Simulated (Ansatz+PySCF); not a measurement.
The numbers below are computed, except where a source is named.
# Several solutions for doublet C2H

```xyz
3

H     0.0000    0.0000   -1.5530
C     0.0000    0.0000   -0.4767
C     0.0000    0.0000    0.7355
```

Basis set: def2-SVP (spherical functions). Charge 0, multiplicity 2.

ROHF was run from several starts with Ansatz (development build ahead of 0.2.0) and PySCF 2.14.0.

| run | program | start | converged | energy (hartree) | <S²> |
| --- | --- | --- | --- | --- | --- |
| A | Ansatz | atomic start, no search | yes | -76.07585 | 0.75 |
| B | PySCF | program defaults | yes | -76.07585 | 0.75 |
| C | PySCF | guess 1e, instabilities followed | yes | -76.06794 | 0.75 |
| D | PySCF | guess minao, instabilities followed | yes | -76.07585 | 0.75 |
| E | PySCF | guess atom, instabilities followed | yes | -76.07585 | 0.75 |
| F | Ansatz | search for the lowest state | yes | -76.07585 | 0.75 |
| G | PySCF | guess huckel, instabilities followed | yes | -76.06794 | 0.75 |
| H | Ansatz | stability test followed | yes | -76.07585 | 0.75 |

Task: Which runs reached the lowest solution of this kind, and what is wrong with the others?

Result: A, B, D, E, F, H reached the lowest solution found. Converged but too high: C by 0.22 eV, G by 0.22 eV. Convergence only shows a stationary point, and even a stable one can lie too high; stability tests and further starts are what find lower ones.
